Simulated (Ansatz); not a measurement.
Two shapes of singlet CH3O(-).

Shape 1:

```xyz
5

C     0.0000    0.0000   -0.5080
O     0.0000    0.0000    0.7814
H     0.0000   -1.0305   -1.0677
H    -0.8925    0.5153   -1.0677
H     0.8925    0.5153   -1.0677
```

Shape 2:

```xyz
5

C     0.0000    0.0000   -0.4674
O     0.0000    0.0000    0.7189
H     0.0000   -0.9481   -0.9823
H    -0.8211    0.4741   -0.9823
H     0.8211    0.4741   -0.9823
```

Basis set: 6-31G* (spherical functions). Frozen core: 2 orbitals. Charge -1, multiplicity 1.

Computed with Ansatz (development build ahead of 0.2.0); each method stands on the lowest determinant of its kind that the runs found.

**Question.** Which shape is lower in energy, and by how much in each method?

**Answer.**

```csv
method,E(2) − E(1) (eV)
RHF,0.683
RHF-MP2,0.928
```

Shape 1 is lower. Caution: no diffuse functions for an anion; no unrestricted run beside it, a lower state can exist.
